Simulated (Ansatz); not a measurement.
# BGe⁺, triplet: the ladder up to full CI

Geometry: a point of a stretch scan, not a stationary point.

```xyz
2

Ge    0.0000    0.0000    0.0000
B     0.0000    0.0000    2.9740
```

Basis cc-pVDZ; Ansatz 0.2.0. Only valence electrons are correlated (noble-gas cores and the filled d shells of p-block atoms frozen), which leaves 6 electrons in 26 orbitals. Prefix R: restricted or restricted open-shell reference; prefix U: unrestricted. Active spaces: pair = (4e, 4o) about the gap; valence = (6e, 8o) chosen from the atoms' valence shells. No spin–orbit coupling is included, and no scalar relativity.

Full CI is exact within this basis and frozen core; it isn't the basis-set limit. The frozen core follows each run's orbitals, which can shift R against U totals by a few meV for light atoms and by up to 0.1 eV past Ca.

For open shells CISD is restricted-active-space CI with the open shells as a complete middle space.

```
UHF ⟨S²⟩                          : 2.045
T1 diagnostic (RCCSD)             : 0.0487
largest doubles amplitude (RCCSD) : 0.101
```

```csv
level,E − E(full CI) (kJ/mol),share of correlation (%),wall time
RHF,331.5,0.00,–
RMP2,114.8,65.36,–
CISD,30.6,90.78,2.3 s
RCCSD,13.1,96.05,–
RCCSD(T),4.9,98.53,7 s
BCCD(T),4.5,98.64,7 s
RCCSDT,0.5,99.85,–
RCCSDT(Q),0.0,99.99,13 s
CASSCF (valence space),157.2,52.57,–
NEVPT2 (valence space),37.2,88.77,4.6 s
MRCISD (valence space),5.3,98.40,–
MRCISD+Q (valence space),-2.1,100.64,5.5 s
```

The correlation energy at full CI, counted from RHF, is -3.436 eV. That run took 21 s on 1 thread of Arm Neoverse V1, shared host over 1,689,856 determinants.

Run but not shown, since their state, orbitals or frozen core can't be matched to the reference's or they repeat it: UHF, UMP2, UCCSD, UCCSD(T), UCCSDT, UCCSDT(Q), CASSCF (pair space), NEVPT2 (pair space).

Times hold each run's SCF and search for its determinant on a shared host, so for small cases they say little of a method's own cost; they ran on 1 thread of Arm Neoverse V1. Some runs computed forces too.

Not variational, and here over 5 meV under the exact energy: MRCISD+Q (valence space).

The full-CI state has the irrep B1 of C2v, in the program's axes (one component, if the state is degenerate).

Natural occupations of full CI about the gap: 1.924 1.862 0.966 0.965 0.070 0.063 0.052 0.037 0.009 0.009; effectively unpaired electrons, Σ n²(2−n)², 2.13.
